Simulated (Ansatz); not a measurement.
# C2H4F2 (1,1-difluoroethane): levels of theory compared

We compute a comparison of 6 runs (B3LYP/6-311+G**, HSE06/6-311+G**, PBE-QIDH/6-311+G**, r2SCAN/6-311+G**, revPBE/6-311+G**, MP2/6-311+G**) of C2H4F2 (1,1-difluoroethane). 

The calculation is run with Ansatz 0.2.0.

55 further runs of the same task are left out: 55 set aside as unsound or not needed.

### 1 Starting point

C2H4F2: 8 atoms, total charge 0, spin state singlet. As SMILES, `CC(F)F`. The C2–H8 distance was set to 1.643 Å, away from the relaxed value. At this shape a bond of the SMILES string is far longer than usual.

Bond lengths: C1–C2 1.497 Å, C2–F3 1.361 Å, C2–F4 1.361 Å, C1–H5 1.091 Å, C1–H6 1.091 Å, C1–H7 1.090 Å. Angles: C1–C2–F3 110.3°, C1–C2–F4 110.3°, F3–C2–F4 107.0°, C2–C1–H5 109.4°, C2–C1–H6 109.9°, C2–C1–H7 109.9°, H5–C1–H6 109.3°, H5–C1–H7 109.3°, H6–C1–H7 109.1°. A long bond or contact: C2–H8 1.643 Å.

### 2 The energy at B3LYP/6-311+G(d,p) (run 1)

Contents of job.yaml:

```yaml
crystal:
  periodic: [false, false, false]
  atoms:
    - symbol: C
      position_ang: [0.480309, 0.986682, -0.145536]
    - symbol: C
      position_ang: [0.425009, -0.509118, -0.177036]
    - symbol: F
      position_ang: [1.402509, -1.034318, 0.610264]
    - symbol: F
      position_ang: [0.645209, -0.963018, -1.440736]
    - symbol: H
      position_ang: [1.458409, 1.320982, -0.494236]
    - symbol: H
      position_ang: [0.319809, 1.341882, 0.872964]
    - symbol: H
      position_ang: [-0.293991, 1.399682, -0.792836]
    - symbol: H
      position_ang: [-1.006100, -1.136400, 0.329500]
basis:
  gaussian:
    orbitals: 6-311+G_st__st_.json
accuracy: high
output: {orbitals: {seedname: orbitals}}
hamiltonian:
  xc: {name: B3LYP}
```

The basis set 6-311+G** is read from a file made from the Basis Set Exchange's data (not shown).

Launch:

```
$ ansatz run job.yaml --threads 1 --pin off --max-ram 3480MiB --events-out events.jsonl --progress --plain --runs-dir runs
```

Output:

```text
Warning: RAYON_NUM_THREADS=1 ignored (pool sized by the plan → 1); use --threads N
Functional definition: B3LYP
  name "B3LYP"
  parameter a0 = 0.2
  parameter ax = 0.72
  parameter ac = 0.81
  exchange = (1 - a0 - ax)*slater_x + ax*b88_x + a0*exact_x
  correlation = (1 - ac)*vwn_rpa_c + ac*lyp_c
2228 factors; integrals over basis functions are off by at most 3.8e-9 eV
mean field evaluation 1: about -7567.4581 eV, gradient 5.6e1 eV
mean field evaluation 2: about -7564.0049 eV, gradient 6.7e1 eV
mean field evaluation 4: about -7573.6209 eV, gradient 3.5e0 eV
mean field evaluation 8: about -7573.7642 eV, gradient 4.8e-1 eV
mean field evaluation 16: about -7573.7646 eV, gradient 3.8e-5 eV
mean field -7573.76458265 eV, -278.3307147304 hartree, gradient 8.0e-8 eV, S^2 0.000000; 0 other end points of the search recorded, 0 dependent functions left out
reference -7573.76462650 eV, -278.3307163419 hartree; 17, 17 occupied and 95, 95 virtual orbitals, 2228 factors
Total energy: -7573.76462650 eV, -278.3307163419 hartree
```

Wall time 9.6 s (1 thread of Arm Neoverse V1, shared host); peak memory 0.37 GiB.

### 3 A single-point energy at HSE06/6-311+G(d,p) (run 2)

Contents of input.yaml:

```yaml
basis:
  gaussian:
    orbitals: 6-311+G_st__st_.json
crystal:
  periodic: [false, false, false]
  atoms:
    - {symbol: C, position_ang: [0.480309, 0.986682, -0.145536]}
    - {symbol: C, position_ang: [0.425009, -0.509118, -0.177036]}
    - {symbol: F, position_ang: [1.402509, -1.034318, 0.610264]}
    - {symbol: F, position_ang: [0.645209, -0.963018, -1.440736]}
    - {symbol: H, position_ang: [1.458409, 1.320982, -0.494236]}
    - {symbol: H, position_ang: [0.319809, 1.341882, 0.872964]}
    - {symbol: H, position_ang: [-0.293991, 1.399682, -0.792836]}
    - {symbol: H, position_ang: [-1.006100, -1.136400, 0.329500]}
hamiltonian:
  xc: hse06
accuracy: high
output: {orbitals: {seedname: orbitals}}
```

The basis set 6-311+G** is read from a file made from the Basis Set Exchange's data (not shown).

Launch:

```
$ ansatz run input.yaml --threads 1 --pin off --max-ram 3480MiB --events-out events.jsonl --progress --plain --runs-dir runs
```

Output:

```text
Warning: RAYON_NUM_THREADS=1 ignored (pool sized by the plan → 1); use --threads N
Functional definition: HSE06
  name "HSE06"
  parameter a = 0.25
  parameter omega = 0.11/bohr
  exchange = pbe_x - a*pbe_x_sr(omega) + a*exact_x_sr(omega)
  correlation = pbe_c
2228 factors; integrals over basis functions are off by at most 3.8e-9 eV
112 factors; integrals over basis functions are off by at most 2.2e-9 eV
mean field evaluation 1: about -7559.6761 eV, gradient 5.2e1 eV
mean field evaluation 2: about -7556.8326 eV, gradient 6.1e1 eV
mean field evaluation 4: about -7565.2547 eV, gradient 3.2e0 eV
mean field evaluation 8: about -7565.4302 eV, gradient 4.1e-1 eV
mean field evaluation 16: about -7565.4305 eV, gradient 5.2e-6 eV
mean field -7565.43050680 eV, -278.0244430918 hartree, gradient 2.1e-8 eV, S^2 0.000000; 0 other end points of the search recorded, 0 dependent functions left out
reference -7565.43051255 eV, -278.0244433031 hartree; 17, 17 occupied and 95, 95 virtual orbitals, 2228 factors
Total energy: -7565.43051255 eV, -278.0244433031 hartree
```

Run time: 9.9 s. Hardware: 1 thread of Arm Neoverse V1, shared host; peak memory 0.38 GiB.

Runs 3 to 4 aren't shown in full; the table further down has their settings and results.

### 4 The energy at revPBE/6-311+G(d,p) (run 5)

Contents of in.yaml:

```yaml
crystal:
  periodic: [false, false, false]
  atoms:
    - {symbol: C, position_ang: [0.480309, 0.986682, -0.145536]}
    - {symbol: C, position_ang: [0.425009, -0.509118, -0.177036]}
    - {symbol: F, position_ang: [1.402509, -1.034318, 0.610264]}
    - {symbol: F, position_ang: [0.645209, -0.963018, -1.440736]}
    - {symbol: H, position_ang: [1.458409, 1.320982, -0.494236]}
    - {symbol: H, position_ang: [0.319809, 1.341882, 0.872964]}
    - {symbol: H, position_ang: [-0.293991, 1.399682, -0.792836]}
    - {symbol: H, position_ang: [-1.006100, -1.136400, 0.329500]}
basis:
  gaussian:
    orbitals: 6-311+G_st__st_.json
hamiltonian:
  xc: {name: revPBE}
accuracy: high
output: {orbitals: {seedname: orbitals}}
```

The basis set 6-311+G** is read from a file made from the Basis Set Exchange's data (not shown).

Launch:

```
$ ansatz run in.yaml --threads 1 --pin off --max-ram 3480MiB --events-out events.jsonl --progress --plain --runs-dir runs
```

Output:

```text
Warning: RAYON_NUM_THREADS=1 ignored (pool sized by the plan → 1); use --threads N
Functional definition: revPBE
  name "revPBE"
  parameter kappa = 1.245
  parameter beta = 0.06672455060314922
  exchange = pbe_x(kappa = kappa, mu = beta*pi^2/3)
  correlation = pbe_c(beta = beta)
2228 factors; integrals over basis functions are off by at most 3.8e-9 eV
mean field evaluation 1: about -7563.5428 eV, gradient 6.0e1 eV
mean field evaluation 2: about -7552.0257 eV, gradient 8.6e1 eV
mean field evaluation 4: about -7571.1652 eV, gradient 8.2e0 eV
mean field evaluation 8: about -7571.3202 eV, gradient 1.9e-1 eV
mean field evaluation 16: about -7571.3202 eV, gradient 4.0e-6 eV
mean field -7571.32024059 eV, -278.2408868166 hartree, gradient 2.6e-8 eV, S^2 0.000000; 0 other end points of the search recorded, 0 dependent functions left out
reference -7571.32024744 eV, -278.2408870684 hartree; 17, 17 occupied and 95, 95 virtual orbitals, 2228 factors
Total energy: -7571.32024744 eV, -278.2408870684 hartree
```

Run time: 7.8 s. Hardware: 1 thread of Arm Neoverse V1, shared host; peak memory 0.3 GiB.

### 5 The energy at MP2/6-311+G(d,p) (run 6)

input.yaml, as its differences from that of step 3:

```diff
@@ -1,4 +1 @@
-basis:
-  gaussian:
-    orbitals: 6-311+G_st__st_.json
 crystal:
@@ -14,5 +11,8 @@
     - {symbol: H, position_ang: [-1.006100, -1.136400, 0.329500]}
-hamiltonian:
-  xc: hse06
+basis:
+  gaussian:
+    orbitals: 6-311+G_st__st_.json
+correlation:
+  method: mp2
+  frozen_orbitals: {C: 1, F: 1, H: 0}
 accuracy: high
-output: {orbitals: {seedname: orbitals}}
```

The basis set 6-311+G** is read from a file made from the Basis Set Exchange's data (not shown).

Launch:

```
$ ansatz run input.yaml --threads 1 --pin off --max-ram 3480MiB --events-out events.jsonl --progress --plain --runs-dir runs
```

Output:

```text
Warning: RAYON_NUM_THREADS=1 ignored (pool sized by the plan → 1); use --threads N
Functional definition: HF
  name "HF"
  exchange = exact_x
  correlation = 0
2228 factors; integrals over basis functions are off by at most 3.8e-9 eV
mean field evaluation 1: about -7532.9890 eV, gradient 3.6e1 eV
mean field evaluation 2: about -7533.0705 eV, gradient 3.6e1 eV
mean field evaluation 4: about -7535.8824 eV, gradient 3.7e0 eV
mean field evaluation 8: about -7535.9334 eV, gradient 3.2e-4 eV
mean field -7535.93343140 eV, -276.9404455647 hartree, gradient 2.9e-8 eV, S^2 0.000000; 0 other end points of the search recorded, 0 dependent functions left out; unrestricted orbitals would lower it
mean field evaluation 16: about -7535.9233 eV, gradient 3.0e-1 eV
4 core orbitals not correlated: weight in the atoms' cores, before any rotation towards them, 1.000 or more for the frozen orbitals, at most 0.000 for the correlated occupied ones
reference -7535.93343140 eV, -276.9404455647 hartree; 13, 13 occupied and 95, 95 virtual orbitals, 2228 factors
second order -19.67509124 eV of doubles, -0.00000000 eV of singles
Total energy: -7555.60852264 eV, -277.6634918317 hartree
```

It took 5.4 s on 1 thread of Arm Neoverse V1, shared host; peak memory 0.32 GiB.

### 6 All runs side by side

```tsv
run	level	frozen core orbitals	energy (Eh)	HOMO energy (eV)	LUMO energy (eV)	HOMO–LUMO gap (eV)	wall time
1	B3LYP/6-311+G**	–	-278.330716	-8.61	-1.17	7.44	9.6 s
2	HSE06/6-311+G**	–	-278.024443	-8.36	-1.19	7.18	9.9 s
3	PBE-QIDH/6-311+G**	4	-277.947518	-10.96	0.89	11.85	12 s
4	r2SCAN/6-311+G**	–	-278.196351	-7.67	-1.48	6.19	15 s
5	revPBE/6-311+G**	–	-278.240887	-7.32	-1.69	5.64	7.8 s
6	MP2/6-311+G**	4	-277.663492	–	–	–	5.4 s
```

### 7 Summary of results

| quantity | value |
| --- | --- |
| run 6: total energy | -277.66349 Eh |
| run 6: correlation energy (4 core orbitals frozen) | -723.0 mEh |

**Reading.** Over runs 1, 2, 3, 4, 5 the HOMO–LUMO gap runs from 5.64 eV (revPBE/6-311+G**) to 11.85 eV (PBE-QIDH/6-311+G**). A double hybrid's value is that of its SCF part. Totals of different functionals can't be ranked against each other. In run 6 the log says that unrestricted orbitals would lower the reference, so the values rest on an unstable closed-shell determinant (other closed-shell runs at this shape may share the fault). All runs together took 60 s, the longest 15 s.
